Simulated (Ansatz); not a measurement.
```yaml
crystal:
  periodic: [false, false, false]
  atoms:
    - {symbol: Si, position_ang: [0.919456, 0.441767, -0.253821]}
    - {symbol: Si, position_ang: [-1.003406, 1.566173, -0.272432]}
    - {symbol: Si, position_ang: [-0.874206, -0.870682, -0.486661]}
    - {symbol: H, position_ang: [-1.354627, -1.700995, 0.705539]}
    - {symbol: H, position_ang: [2.312783, 0.563747, 0.307376]}
basis:
  gaussian: {orbitals: "6-31++G**"}
total_charge: -2
hamiltonian: {xc: {name: r2SCAN50}}
accuracy: high
```

```sh
$ ansatz run in.yaml --threads 4 --pin off --events-out ev --progress --plain --max-ram 3916MiB
```

It prints (some lines left out):

```
Functional definition: r2SCAN50
1537 factors; integrals over basis functions are off by at most 3.4e-9 eV
mean field evaluation 1: about -23654.5420 eV, gradient 1.8e1 eV
mean field evaluation 2: about -23654.5888 eV, gradient 1.9e1 eV
mean field evaluation 4: about -23656.1087 eV, gradient 2.2e0 eV
mean field evaluation 8: about -23656.3468 eV, gradient 2.9e-1 eV
mean field evaluation 16: about -23656.3477 eV, gradient 2.4e-3 eV
mean field evaluation 32: about -23656.3477 eV, gradient 1.0e-6 eV
mean field -23656.34773415 eV, -869.3547443817 hartree, gradient 4.1e-8 eV, S^2 0.000000; 0 other end points of the search recorded, 0 dependent functions left out
reference -23656.34773458 eV, -869.3547443975 hartree; 23, 23 occupied and 58, 58 virtual orbitals, 1537 factors
Total energy: -23656.34773458 eV, -869.3547443975 hartree
```

It took 7 s on 4 threads of Arm Neoverse V1 on a shared host.

The 6-31G sets use Cartesian d functions. A multiply charged anion in the gas phase is held together partly by the finite basis.
